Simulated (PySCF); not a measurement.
## Sulfur: a sound run and one with changed settings

Sound run: S [Ne] 3s2 3p4, S+ [Ne] 3s2 3p3. Calculation: PySCF 2.14, in def2-TZVP (5s5p2d1f, 37 functions); the non-relativistic Hamiltonian (point nucleus). In the sound run the correlated levels freeze [Ne]. The sound run starts from symmetry-adapted Hartree-Fock orbitals and uses a fine grid where one is needed.

Changed run: the spin-free X2C one-electron Hamiltonian (Gaussian nucleus). This setting is unsound on purpose.

```csv
species,method,sound run (hartree),changed run (hartree),converged
S,UHF,-397.50196,-398.46559,yes
S,PBE,-397.93833,-398.90505,yes
S,B3LYP,-398.13237,-399.09878,yes
S,MP2,-397.61612,-398.57979,yes
S,CCSD(T),-397.64473,-398.60833,yes
S+,UHF,-397.16268,-398.12672,yes
S+,PBE,-397.55541,-398.52253,yes
S+,B3LYP,-397.74484,-398.71160,yes
S+,MP2,-397.25032,-398.21434,yes
S+,CCSD(T),-397.27393,-398.23787,yes
```

Ionisation energy of S:

```tsv
method	sound run (eV)	changed run (eV)
UHF	9.232	9.221
PBE	10.420	10.409
B3LYP	10.545	10.536
MP2	9.954	9.945
SCS-MP2	10.028	10.019
CCSD	10.058	10.049
CCSD(T)	10.090	10.081
```

Most of the change in total energy is the relativistic energy itself. On top of that the contraction fixes the core shape for the Hamiltonian it was made with, so the changed run is not a good calculation with the other Hamiltonian either.

For comparison, NIST gives 10.360 eV between the lowest levels.
